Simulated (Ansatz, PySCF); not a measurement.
This PySCF input computes a CCSD(T)/cc-pVDZ energy:

```python
from pyscf import gto, scf, mp, cc as ccmod

mol = gto.M(
    atom='''
    C    -0.00000000   -0.00000000   -0.52559507
    N     0.00000000    0.00000000    0.68179640
    H    -0.00000000   -0.00000000   -1.61900441
    ''',
    basis='cc-pvdz',
    charge=1,
    spin=1,
    symmetry='C2v',
    verbose=4,
)

mf = scf.UHF(mol)
mf.conv_tol = 1e-10
mf.max_cycle = 100
mf.kernel()
mp2 = mp.MP2(mf, frozen=2).run()
cc = ccmod.CCSD(mf, frozen=2)
cc.max_cycle = 100
cc.kernel()
et = cc.ccsd_t()
print(f'E(CCSD(T)) = {cc.e_tot + et:.9f}')
```

Q: Write an input for the same energy in Ansatz (an electronic-structure program) and say what it gives.

A: 
Ansatz 0.2 input:
```yaml
crystal:
  periodic: [false, false, false]
  atoms:
    - {symbol: C, position_ang: [-0.00000000, -0.00000000, -0.52559507]}
    - {symbol: N, position_ang: [0.00000000, 0.00000000, 0.68179640]}
    - {symbol: H, position_ang: [-0.00000000, -0.00000000, -1.61900441]}
basis:
  gaussian:
    orbitals: cc-pVDZ
total_charge: 1
magnetization: {spin_polarized: true, initial_magnetization: 1}
correlation: {method: ccsd_t, electrons: outside_noble_gas}
```
It gives -92.70441 Eh, and PySCF -92.70442 Eh, a difference of 0.01 mEh.
